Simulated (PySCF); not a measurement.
# Ionisation energy of S by level of theory

S [Ne] 3s2 3p4 (3P) → S+ [Ne] 3s2 3p3 (4S), as a difference of total energies. Calculation: PySCF 2.14, in x2c-TZVPPall with one added diffuse shell each of s, p, d type (6s6p4d1f, 51 functions); the spin-free X2C one-electron Hamiltonian (Gaussian nucleus). Correlated levels: valence: [Ne] frozen; valence and next inner shell: 1s2 frozen. The calculations carry no spin-orbit coupling.

```
                                method  ionisation energy (eV)
                                   UHF                   9.222
                                   LDA                  10.558
                                   PBE                  10.422
                                  PBE0                  10.393
                                M06-2X                  10.416
                                 B3LYP                  10.546
                                 TPSSh                  10.427
                                  PW91                  10.480
                     SCS-MP2 (valence)                  10.038
    MP2 (valence and next inner shell)                   9.961
SCS-MP2 (valence and next inner shell)                  10.034
```

**Question.** Estimate what MP2 (valence) gives.

**Answer.** 9.960 eV, closest to MP2 (valence and next inner shell) among the rows shown.

**Question.** Estimate what r2SCAN gives.

**Answer.** 10.368 eV, closest to PBE0 among the rows shown.

Errors of the correlated levels include the incompleteness of this basis and the frozen core.

For comparison: 10.336 eV (measured; NIST levels, between the centres of gravity of the two terms).
